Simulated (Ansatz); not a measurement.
For zinc-blende GaN (metastable phase), LDA (Ansatz, a first-principles code, PAW) gives:

| Item | Result |
|---|---|
| lattice parameter a | 4.455 Å |
| bulk modulus | 202 GPa |
| cohesive energy | 5.40 eV/atom |
| band gap | 1.96 eV |

**Question.** What does PBE0 (Ansatz, plane waves, PAW) give for the same quantities?

**Answer.** 
- lattice constant a: 4.497 Å (rises by 0.9 %)
- bulk modulus: 200 GPa (stays essentially unchanged)
- cohesive energy: 4.32 eV/atom (falls by 1.08 eV/atom)
- band gap: 3.68 eV (goes up by 1.72 eV)

For comparison: lattice constant a 4.5 Å (measured, 300 K, not corrected to a static lattice; as tabulated in Vurgaftman et al. (2001), doi:10.1063/1.1368156); band gap 3.48 eV (measured, zero-point renormalisation of 0.176 eV (computed, row gaps:miglio2020:GaN_zb:gap_zpr:AHC@PBE, arXiv:2011.12765) added back; as tabulated in Vurgaftman et al. (2001), doi:10.1063/1.1368156).

Changes are worked out from the printed values.

Unless a cell is named, each level is at its own relaxed cell (LDA 11.05, PBE0 11.36 Å³/atom).

Levels without +SOC have no spin–orbit coupling; where heavier elements are present it shifts gaps, mostly down, and can invert bands. Density-functional gaps are differences of (generalised) Kohn–Sham levels.

Ansatz's density-functional and Hartree–Fock values are scalar-relativistic unless marked +SOC, with PAW data made under PBE.
